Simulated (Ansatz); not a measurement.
Results of HSE06 in Ansatz (PAW) for hcp Sc.

Numerical settings: plane-wave cutoff 460 eV, 9×9×6 k mesh (along the axes of the cell as run), Fermi–Dirac smearing 0.05 eV, scalar-relativistic PAW data made under PBE.

Computed at the level's own relaxed cell.

### Question
Estimate the equilibrium lattice constant a and lattice parameter c that the calculation returns.

### Answer

- equilibrium lattice constant a: 3.340 Å
- lattice parameter c: 5.222 Å

Measured, for comparison: lattice constant a 3.309 Å, lattice parameter c 5.268 Å (293 K, no zero-point or thermal correction; as tabulated in Wikipedia's data pages). Computed (rounded) less measured: lattice constant a +0.9 %, lattice parameter c -0.9 %. A static lattice is as a rule a little smaller and stiffer than an uncorrected measurement, which narrows the difference in the lattice parameter c and would widen misses of the other sign.

The computed numbers hold no vibrational or temperature effects.

Computing time: about 30 core-minutes (a rough figure).

Ansatz is an electronic-structure program.
